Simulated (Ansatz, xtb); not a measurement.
# A geometry optimisation of C2H4FN with r2SCAN-D4/def2-SVP

The starting geometry of this gas-phase singlet was built from a drawn formula by distance geometry and a force field; its bonds are those of `[CH][C@H](N)F`.

```xyz
8

C    -0.5205   -3.7709    2.8085
C     0.2072   -2.5399    2.5980
F     1.5158   -2.8688    2.3065
N    -0.2810   -1.8827    1.3896
H    -1.0540   -4.6733    2.9605
H     0.2338   -1.8780    3.4869
H     0.3436   -1.1421    1.2005
H    -1.2195   -1.4232    1.6548
```

Problem. Predict what it relaxes into with r2SCAN-D4/def2-SVP.

Solution. It rearranges to `C=C(N)F`. Contacts that open: C2–H6 (1.11 → 2.12 Å). Contacts that close: C1–H6 (2.15 → 1.09 Å).

The energy falls by 5.59 eV over 23 steps:

```
step  E − E(last) (eV)
   1             5.594
   3             5.113
   6             4.462
   8             3.345
  11             1.762
  13             0.796
  16             0.110
  18             0.023
  21             0.000
  23             0.000
```

Final geometry (Å):

```yaml
atoms:
  - { symbol: C, position_ang: [-0.4186, -3.3225, 3.1669] }
  - { symbol: C, position_ang: [0.2136, -2.7110, 2.1549] }
  - { symbol: F, position_ang: [1.3937, -3.1739, 1.7125] }
  - { symbol: N, position_ang: [-0.1920, -1.6413, 1.3895] }
  - { symbol: H, position_ang: [0.0031, -4.2329, 3.5902] }
  - { symbol: H, position_ang: [-1.3627, -2.9326, 3.5479] }
  - { symbol: H, position_ang: [0.5667, -1.0412, 1.0780] }
  - { symbol: H, position_ang: [-0.9783, -1.1234, 1.7654] }
```

From the same start GFN2-xTB reaches the same bonding as this run.

No frequencies were run, so the end isn't proven a minimum. Run with Ansatz 0.2.0, 36 s on 2 threads of Intel(R) Xeon(R) Platinum 8259CL CPU @ 2.50GHz (Skylake/Cascade Lake), with other jobs on the host.
